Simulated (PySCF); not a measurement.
Bonds broken one at a time in the series CF3-X. Gas-phase values, no solvent. One relaxed conformer stands for each flexible species; it need not be the lowest. Strings in code marks are SMILES.

Calculation: PBE-D3(BJ)/def2-TZVP // B3LYP-D3(BJ)/def2-TZVP in PySCF. All candidates: neutral, multiplicity 2. 

| Item | Result |
|---|---|
| highest occupied spin orbital | -4.92 eV |
| dipole moment | 0.51 D |

### Question
Which member has these values?
(A) `F[C](F)[SiH3]`
(B) `[BH2]`
(C) `C[C](F)F`
(D) `[SiH3]`

### Answer
B, `[BH2]`. The others give `F[C](F)[SiH3]`: -4.70 eV, 1.26 D; `C[C](F)F`: -4.78 eV, 1.88 D; `[SiH3]`: -5.33 eV, 0.03 D
